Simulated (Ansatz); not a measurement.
For rock-salt MgS, LDA (plane waves, PAW; Ansatz, a quantum-chemistry and plane-wave program) gives:

* **equilibrium lattice constant a**: 5.129 Å
* **bulk modulus**: 83.2 GPa
* **cohesive energy**: 4.36 eV/atom
* **band gap at the measured cell**: 2.56 eV
* **zone-centre TO phonon frequency**: 252 cm⁻¹
* **elastic constant C11**: 164 GPa
* **elastic constant C44**: 57.0 GPa
* **polycrystal shear modulus**: 58.3 GPa

Problem. What does B3LYP (VWN-RPA form) in Ansatz (plane waves, PAW) give for the same quantities?

Solution. 
- lattice constant a: 5.245 Å (goes up by 2.3 %)
- bulk modulus: 74.7 GPa (falls by 10 %)
- cohesive energy: 3.41 eV/atom (falls by 0.95 eV/atom)
- band gap at the measured cell: 4.22 eV (goes up by 1.66 eV)
- zone-centre TO phonon frequency: 203 cm⁻¹ (shrinks by 19 %)
- elastic constant C11: 131 GPa (shrinks by 20 %)
- elastic constant C44: 59.2 GPa (goes up by 3.9 %)
- Voigt–Reuss–Hill shear modulus: 51.9 GPa (decreases by 11 %)

For comparison: lattice constant a 5.188 Å (measured, corrected for zero-point motion; as tabulated in Goldzak et al. (2022), arXiv:2208.04865); bulk modulus 81 GPa (measured, corrected for zero-point motion; as tabulated in Goldzak et al. (2022), arXiv:2208.04865); cohesive energy 4.04 eV/atom (measured, corrected for zero-point motion; as tabulated in Goldzak et al. (2022), arXiv:2208.04865); zone-centre TO phonon frequency 240 cm⁻¹ (measured, temperature not stated, not corrected to a static lattice; as tabulated in Chmeruk and Núñez-Valdez (2023), arXiv:2212.11645).

Changes are worked out from the printed values.

Unless a cell is named, each level is at its own relaxed cell (LDA 16.87, B3LYP (VWN-RPA form) 18.03 Å³/atom).

Density-functional gaps are differences of (generalised) Kohn–Sham levels.

Ansatz's density-functional and Hartree–Fock values are scalar-relativistic unless marked +SOC, with PAW data made under PBE.
